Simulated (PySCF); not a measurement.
# Dipole moment and polarisability of `C=CCNCC`

Species: C5H11N.
Structure used (GFN2-xTB), in Å, numbered top down from 1:
```xyz
17
C5H11N angstrom
C      2.9146    0.0475    0.6694
C      1.6545   -0.3260    0.7900
C      0.8401   -0.9174   -0.3269
N     -0.2754   -0.0952   -0.7695
C     -1.3819    0.0221    0.1616
C     -2.5299    0.7771   -0.4969
H      3.4559   -0.0831   -0.2541
H      3.4652    0.4860    1.4851
H      1.1321   -0.1853    1.7274
H      1.4816   -1.0873   -1.1965
H      0.4276   -1.8813   -0.0098
H      0.0617    0.8294   -1.0223
H     -1.7068   -0.9931    0.4111
H     -1.1102    0.5293    1.1034
H     -2.8008    0.2943   -1.4318
H     -3.3966    0.7915    0.1591
H     -2.2389    1.8035   -0.7104
```

Level: wB97X-D/def2-SVPD (PySCF), static field, nuclei fixed, core orbitals frozen in the response. The polarisability tensor in these axes (au):

```
x   91.44 -0.23  3.51
y   -0.23 61.33  0.52
z    3.51  0.52 63.83
```

Task: What are the eigenvalues, a third of the trace, and Δα (Δα² = ½Σ(αi − αj)² over the three pairs)?

Result: Principal values 61.19, 63.52 and 91.88 au; mean 72.20 au = 10.70 Å³ = 11.90 × 10⁻⁴⁰ C²·m²/J; Δα = 29.59 au (41 % of the mean).

Task: What is the dipole moment, and where does it point?

Result: (0.11, 0.44, 0.70) D, 0.84 D in size, pointing from the negative to the positive side. Measured along this direction, the outermost atoms are H15 and H10 at the negative end and H8 at the positive end.

Task: Give the eigenvalues of the traceless quadrupole moment Θ = ½Σq(3rr − r²1), origin at the centre of nuclear charge.

Result: -3.28, -0.23, 3.51 D·Å. The values depend on the origin, since the dipole doesn't vanish. The electronic extent ⟨r²⟩ about the same centre is 881 bohr², a root-mean-square distance of 2.27 Å for the 48 electrons.

Task: What depolarisation ratio follows for Rayleigh scattering of linearly polarised light, taking the static tensor?

Result: ρ = 3Δα²/(45ᾱ² + 4Δα²) = 2627.5/(234574 + 3503.3) = 0.011.

Task: Molar refractivity from α?

Result: Lorentz–Lorenz: R = (4π/3)N_A α = 2.5225 cm³/(mol·Å³) × 10.70 Å³ = 27.0 cm³/mol, in the limit of long wavelengths.

Geometry: GFN2-xTB, one conformer, isolated molecule.

The run behind these numbers computed excited states as well. Time: 35 s. Hardware: one thread, Arm Neoverse V2, no GPU (shared host).
